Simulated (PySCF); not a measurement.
Bond length, frequency and bond energy of MgS⁻ by level of theory

State: ²Σ⁺ (doublet), unpaired electrons σ ↑. Set-up: basis Mg def2-SVPD, S def2-SVPD; no relativity; PySCF 2.14. De refers to Mg + S⁻ in their high-spin ground configurations, without counterpoise correction. The functionals are run spin-unrestricted. A positive dipole points towards S; it is taken about the centre of mass and depends on that origin.

```csv
Level,Re (Å),ωe (cm⁻¹),De (eV),μ (D)
UHF,2.234,499,n/a,-3.26
UHF-MP2,2.265,471,n/a,n/a
UHF-SCS-MP2,2.267,468,n/a,n/a
UHF-CCSD,2.266,459,n/a,n/a
UHF-CCSD(T),2.279,451,n/a,n/a
PBE,2.264,448,2.25,-1.75
r²SCAN,2.247,470,2.42,-2.05
TPSSh,2.253,463,2.26,-1.95
r²SCANh,2.243,474,2.36,-2.19
PBE0,2.243,469,2.17,-2.17
BHandHLYP,2.237,470,1.78,-2.62
LC-ωPBE,2.216,499,2.11,-2.76
```

What does the step from GGA to meta-GGA do here, going from PBE to r²SCAN?

r²SCAN less PBE: -1.7 pm in Re, +4.9 % in ωe, +0.17 eV in De. 

What does the triples do here, going from UHF-CCSD to UHF-CCSD(T)?

UHF-CCSD(T) less UHF-CCSD: +1.3 pm in Re, -1.7 % in ωe. Correlation nearly always deepens the well. The bond lengthens, as in strong covalent bonds, where excitations into antibonding orbitals dominate.

Correlated steps freeze 6 core orbitals. For an ion De counts to the pair picked by the measured ionisation energies or electron affinities, which need not be the lowest pair at this level. The highest Kohn–Sham level is positive in this anion. Much of that is self-interaction error, but it also means that the finite basis helps to hold the extra electron. The state is the lowest determinant that a PBE0 search found; another state may lie lower at other levels.
